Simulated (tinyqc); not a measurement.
Worked calculation: RHF in the sto-3g basis, for CH3-, spin multiplicity 1. The basis has no diffuse functions, so it cannot describe the extra electron: this is an exercise in the method, not the real anion. One step of it, computed by the program tinyqc.

Problem. Iteration 1: diagonalisation and new density. Diagonalise F' = X^T F X, C = X C', fill 5 alpha and 5 beta electrons from the bottom; D = 2 C_occ C_occ^T. Each column has its largest component positive (the first on a tie).

Fock matrix F (hartree), order 1C 1s, 1C 2s, 1C 2px, 1C 2py, 1C 2pz, 2H 1s, 3H 1s, 4H 1s:
$$\begin{pmatrix}
-9.780609 & -2.705622 & -0.000013 & 0.000000 & 0.005205 & -0.570607 & -0.569584 & -0.569584 \\
-2.705622 & -0.726517 & -0.000104 & 0.000000 & 0.024486 & -0.375231 & -0.374870 & -0.374870 \\
-0.000013 & -0.000104 & 0.446167 & 0.000000 & 0.000013 & -0.169366 & 0.084721 & 0.084721 \\
0.000000 & 0.000000 & 0.000000 & 0.446333 & 0.000000 & 0.000000 & -0.146716 & 0.146716 \\
0.005205 & 0.024486 & 0.000013 & 0.000000 & 0.511032 & 0.017494 & 0.017479 & 0.017479 \\
-0.570607 & -0.375231 & -0.169366 & 0.000000 & 0.017494 & 0.068177 & -0.121058 & -0.121058 \\
-0.569584 & -0.374870 & 0.084721 & -0.146716 & 0.017479 & -0.121058 & 0.068474 & -0.120950 \\
-0.569584 & -0.374870 & 0.084721 & 0.146716 & 0.017479 & -0.121058 & -0.120950 & 0.068474
\end{pmatrix}$$

X, order 1C 1s, 1C 2s, 1C 2px, 1C 2py, 1C 2pz, 2H 1s, 3H 1s, 4H 1s:
$$\begin{pmatrix}
1.028072 & -0.161333 & -0.000013 & 0.000000 & 0.002491 & 0.024485 & 0.024471 & 0.024471 \\
-0.161333 & 1.340991 & 0.000224 & 0.000000 & -0.024674 & -0.293641 & -0.293159 & -0.293159 \\
-0.000013 & 0.000224 & 1.156144 & 0.000000 & -0.000021 & -0.303677 & 0.151683 & 0.151683 \\
0.000000 & 0.000000 & 0.000000 & 1.155884 & 0.000000 & 0.000000 & -0.262630 & 0.262630 \\
0.002491 & -0.024674 & -0.000021 & 0.000000 & 1.001922 & 0.022965 & 0.022918 & 0.022918 \\
0.024485 & -0.293641 & -0.303677 & 0.000000 & 0.022965 & 1.210567 & -0.025338 & -0.025338 \\
0.024471 & -0.293159 & 0.151683 & -0.262630 & 0.022918 & -0.025338 & 1.210072 & -0.025298 \\
0.024471 & -0.293159 & 0.151683 & 0.262630 & 0.022918 & -0.025338 & -0.025298 & 1.210072
\end{pmatrix}$$

Give: F' = X^T F X; orbital energies; coefficients C; D after iteration 1.

Solution.

F' = X^T F X (hartree):
$$\begin{pmatrix}
-9.536 & -1.585 & 0.000 & 0.000 & 0.010 & -0.061 & -0.061 & -0.061 \\
-1.585 & 0.287 & 0.000 & 0.000 & -0.020 & -0.395 & -0.394 & -0.394 \\
0.000 & 0.000 & 0.801 & 0.000 & 0.000 & -0.493 & 0.246 & 0.246 \\
0.000 & 0.000 & 0.000 & 0.801 & 0.000 & 0.000 & -0.427 & 0.427 \\
0.010 & -0.020 & 0.000 & 0.000 & 0.515 & 0.034 & 0.034 & 0.034 \\
-0.061 & -0.395 & -0.493 & 0.000 & 0.034 & 0.477 & -0.064 & -0.064 \\
-0.061 & -0.394 & 0.246 & -0.427 & 0.034 & -0.064 & 0.477 & -0.064 \\
-0.061 & -0.394 & 0.246 & 0.427 & 0.034 & -0.064 & -0.064 & 0.477
\end{pmatrix}$$

orbital energies (hartree): MO1 -9.790, MO2 -0.221, MO3 0.054, MO4 0.054, MO5 0.511, MO6 1.115, MO7 1.288, MO8 1.289

coefficients C, order 1C 1s, 1C 2s, 1C 2px, 1C 2py, 1C 2pz, 2H 1s, 3H 1s, 4H 1s:
$$\begin{pmatrix}
0.991 & -0.194 & 0.000 & 0.000 & -0.028 & -0.255 & 0.000 & -0.001 \\
0.040 & 0.500 & 0.000 & 0.000 & 0.118 & 1.348 & 0.000 & 0.004 \\
0.000 & 0.000 & 0.437 & 0.000 & 0.000 & -0.003 & 0.000 & 1.133 \\
0.000 & 0.000 & 0.000 & 0.437 & 0.000 & 0.000 & 1.133 & 0.000 \\
-0.001 & -0.028 & 0.000 & 0.000 & 0.994 & -0.135 & 0.000 & 0.000 \\
-0.008 & 0.313 & 0.594 & 0.000 & -0.024 & -0.659 & 0.000 & -0.872 \\
-0.008 & 0.312 & -0.297 & 0.514 & -0.024 & -0.662 & -0.753 & 0.433 \\
-0.008 & 0.312 & -0.297 & -0.514 & -0.024 & -0.662 & 0.753 & 0.433
\end{pmatrix}$$

D after iteration 1, order 1C 1s, 1C 2s, 1C 2px, 1C 2py, 1C 2pz, 2H 1s, 3H 1s, 4H 1s:
$$\begin{pmatrix}
2.040 & -0.120 & 0.000 & 0.000 & -0.047 & -0.135 & -0.135 & -0.135 \\
-0.120 & 0.532 & 0.000 & 0.000 & 0.206 & 0.307 & 0.306 & 0.306 \\
0.000 & 0.000 & 0.383 & 0.000 & 0.000 & 0.520 & -0.260 & -0.260 \\
0.000 & 0.000 & 0.000 & 0.383 & 0.000 & 0.000 & 0.450 & -0.450 \\
-0.047 & 0.206 & 0.000 & 0.000 & 1.976 & -0.064 & -0.064 & -0.064 \\
-0.135 & 0.307 & 0.520 & 0.000 & -0.064 & 0.902 & -0.156 & -0.156 \\
-0.135 & 0.306 & -0.260 & 0.450 & -0.064 & -0.156 & 0.902 & -0.156 \\
-0.135 & 0.306 & -0.260 & -0.450 & -0.064 & -0.156 & -0.156 & 0.902
\end{pmatrix}$$
